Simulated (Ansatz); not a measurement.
Input file:

```yaml
crystal:
  periodic: [false, false, false]
  atoms:
    - {symbol: B, position_ang: [0.000000, -0.138799, 1.515922]}
    - {symbol: Al, position_ang: [0.000000, 0.096806, -0.547327]}
    - {symbol: H, position_ang: [0.000000, -1.102664, -1.608146]}
basis:
  gaussian: {orbitals: def2-SVP}
total_charge: 1
magnetization: {spin_polarized: false}
hamiltonian: {pseudopotentials: {relativity: scalar}}
correlation: {method: ccsdt_q_b, electrons: valence}
```

```sh
$ ansatz run in.yaml --threads 1 --pin off --events-out ev --progress --plain --max-ram 2393MiB
```

The program prints:

```
608 factors; integrals over basis functions are off by at most 1.4e-7 eV
mean field evaluation 1: about -7265.4977 eV, gradient 8.1e0 eV
mean field evaluation 2: about -7265.4994 eV, gradient 8.1e0 eV
mean field evaluation 4: about -7266.0513 eV, gradient 8.5e-1 eV
mean field evaluation 8: about -7266.0632 eV, gradient 1.8e-3 eV
mean field evaluation 16: about -7266.0631 eV, gradient 8.1e-2 eV
mean field evaluation 32: about -7263.3892 eV, gradient 7.0e-6 eV
mean field evaluation 64: about -7263.1847 eV, gradient 5.5e0 eV
mean field evaluation 96: about -7249.5336 eV, gradient 6.1e0 eV
mean field evaluation 128: about -7266.0634 eV, gradient 2.2e-1 eV
mean field -7266.06322743 eV, -267.0228984936 hartree, gradient 2.9e-6 eV, S^2 0.000000; 6 other end points of the search recorded, 0 dependent functions left out; unrestricted orbitals would lower it
mean field evaluation 160: about -7266.8954 eV, gradient 3.3e-1 eV
determinant -7266.06322743 eV, -267.0228984936 hartree, with singles and doubles -7269.90724463 eV, -267.1641635199 hartree
determinant -7263.38920684 eV, -266.9246300492 hartree, with singles and doubles -7267.03897806 eV, -267.0587566678 hartree
determinant -7263.22715647 eV, -266.9186748079 hartree, with singles and doubles -7266.85714078 eV, -267.0520742711 hartree
6 core orbitals not correlated: weight in the atoms' cores, before any rotation towards them, 1.000 or more for the frozen orbitals, at most 0.000 for the correlated occupied ones
reference -7266.06322743 eV, -267.0228984936 hartree; 3, 3 occupied and 28, 28 virtual orbitals, 608 factors
second order -2.67514934 eV of doubles, -0.00000000 eV of singles
...
cycle  14  -4.01087908 eV  change   -4.7e-5 eV  update   6.6e-5
cycle  15  -4.01084840 eV  change    3.1e-5 eV  update   4.2e-5
cycle  16  -4.01080780 eV  change    4.1e-5 eV  update   2.8e-5
cycle  17  -4.01081615 eV  change   -8.4e-6 eV  update   1.2e-5
cycle  18  -4.01082142 eV  change   -5.3e-6 eV  update   6.1e-6
cycle  19  -4.01082962 eV  change   -8.2e-6 eV  update   3.6e-6
cycle  20  -4.01083128 eV  change   -1.7e-6 eV  update   2.0e-6
cycle  21  -4.01082983 eV  change    1.4e-6 eV  update   9.9e-7
cycle  22  -4.01082826 eV  change    1.6e-6 eV  update   5.8e-7
cycle  23  -4.01082801 eV  change    2.5e-7 eV  update   3.5e-7
perturbative correction -0.01268437 eV, -0.0004661420 hartree
Total energy: -7270.08673982 eV, -267.1707598465 hartree
Relativity: scalar
```

Ran on 1 thread of AMD EPYC 7B13, shared host: 2 s wall, 0.13 GiB peak host memory.
